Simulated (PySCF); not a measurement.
# C3H3NS (Isothiazole): the cost of one run

Programs: PySCF 2.14.0, with density-fitted response routines of our own. Each step states its level of theory. These are calculated values for one molecule, in the gas phase or a continuum, unless marked as measured. Atoms are numbered from 0 throughout.

### Step 1. The starting structure

8 atoms, charge 0, multiplicity 1; geometry from: GFN2-xTB. The atoms were then displaced at random by about 0.01 Å, so the start is not that level's minimum.

Bonds of the start (Å): C0–C1 1.39, C1–N2 1.30, N2–S3 1.59, S3–C4 1.75, C4–C0 1.39, C0–H5 1.06, C1–H6 1.08, C4–H7 1.06.

### Step 2. Optimising the geometry at PBE0-D3(BJ)/def2-TZVP

Job settings and geometry (Å):

```
{"job": {"xc": "PBE0", "basis": "def2-TZVP", "d3": "d3bj", "grid": 2, "shake": 0.01, "kind": "geom"}, "charge": 0, "multiplicity": 1}
C     -0.367570    -0.661330    -0.098400
C      0.989660    -0.481120     0.112910
N      1.394760     0.749060     0.248390
S      0.213440     1.809310     0.136660
C     -0.996990     0.579420    -0.125300
H     -0.889140    -1.572900    -0.240630
H      1.722770    -1.278240     0.172090
H     -2.011790     0.836650    -0.258190
```

The run is started by

```sh
$ OMP_NUM_THREADS=1 python probes_run.py task.json out
```

This one command runs all jobs of the session in turn.

**Question.** How long does this first job take on 1 thread of Intel Xeon 6975P-C, shared host, and how much memory does it need?

About 71 s, with a peak of 0.74 GiB.
